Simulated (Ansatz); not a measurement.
## AlPd: from a trial structure to a relaxed crystal

Theory: DFT r2SCAN, scalar-relativistic, plane waves, PAW in Ansatz 0.2.0. Cutoff 500 eV, Γ-centred k mesh, Gaussian smearing, no spin polarisation in the final step.

The start puts AlPd on the CuPt (L1_1) structure type (R-3m, No. 166), with Al in place of Cu, Pd in place of Pt, at a guessed volume.

```yaml
crystal:
  lattice:
    - [1.37034, 0.79117, 4.36480]
    - [-1.37034, 0.79117, 4.36480]
    - [0.00000, -1.58234, 4.36480]
  atoms:
    - { symbol: Al, position: [0.00000, 0.00000, 0.00000] }
    - { symbol: Pd, position: [0.50000, 0.50000, 0.50000] }
```

Cell and atoms relax at zero pressure; the relaxation can't lower the symmetry of the start. After a coarse first stage the cell is made exact in the group found at 0.06 Å.

Energies over the elements count from the elements' standard structures at the same level, with no empirical corrections.

Problem. Which crystal results?

Solution. It keeps R-3m (No. 166). The result has the CuPt (L1_1) structure. Conventional cell: a = 2.891 Å, c = 12.128 Å. Al has 6 Pd at 2.62 Å and 6 Al at 2.89 Å; Pd has 6 Al at 2.62 Å and 6 Pd at 2.89 Å.

```xyz
2
Lattice="1.4454 0.8345 4.0428 -1.4454 0.8345 4.0428 0.0000 -1.6690 4.0428" Properties=species:S:1:pos:R:3 pbc="T T T"
Al    0.0000    0.0000    0.0000
Pd    0.0000    0.0000    6.0642
```

Problem. What are its volume, energy, density and gap?

Solution. The volume per atom is 14.63 Å³, the density is 7.57 g/cm³ and the energy over the elements is -0.72 eV/atom. The gap on the 24×24×24 mesh is 0 eV (a metal).

The final run used a 24×24×24 mesh on its 2-atom cell and 0.10 eV smearing. The k mesh leaves about 4 meV/atom of noise in metals. A structure relaxed within its symmetry needn't be a true minimum. The steps took roughly 4 core-minutes in all.